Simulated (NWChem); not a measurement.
Species: CH cation, singlet

Computed with NWChem. Pople sets run with spherical d functions. Low-valent species are run as closed-shell singlets; no triplet was tried in these runs. All runs use the structure optimised with PBE0/def2-SVP. Level: PBE0/6-31G* with COSMO at NWChem's default radii, gas-phase geometry; rows give the dielectric constant. Reactions with the solvent are ignored.

For dielectric constant 4.8:

```yaml
electrostatic solvation energy (kcal/mol): -68.3
```

Q: What are these values for dielectric constant 1.5?

A: The electrostatic solvation energy (kcal/mol) is -28.7.
